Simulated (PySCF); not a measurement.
Species: C$_{3}$H$_{7}$O, net charge -1, singlet state. It need not be the lowest isomer of its formula. Whether it binds its extra electron was not tested at this geometry. SMILES: C[C-](C)O
Structure (B3LYP-D3(BJ)/def2-TZVP (Ansatz) minimum search):
```
C
C 1 1.5132
H 2 1.0961 1 111.95
H 2 1.0979 3 107.36 1 121.56
H 2 1.1263 3 106.50 4 114.05
C 1 1.5132 2 108.07 3 -174.80
H 6 1.0961 1 111.95 2 174.80
H 6 1.0979 7 107.36 1 -121.56
H 6 1.1263 7 106.50 8 -114.05
O 1 1.5152 2 104.54 3 -63.84
H 10 0.9565 1 102.08 2 123.26
```
Charge -1, spin multiplicity 1.

Dispersion corrections to the total energy (kcal/mol) from the dftd3 and dftd4 libraries through PySCF: D3(BJ) without and D4 with the three-body term, each with the damping fitted for the functional named.

```
functional  D3(BJ)      D4
----------  ------  ------
CAM-B3LYP    -2.91   -3.81
HF          -33.69  -18.46
HSE06            ?   -3.54
BLYP         -8.49       ?
BP86         -6.00   -5.92
TPSS         -5.07       ?
PBE0         -3.44   -3.86
```

Task: Complete the blanks.

Result: 
- HSE06, D3(BJ): -2.42
- BLYP, D4: -10.59
- TPSS, D4: -6.32
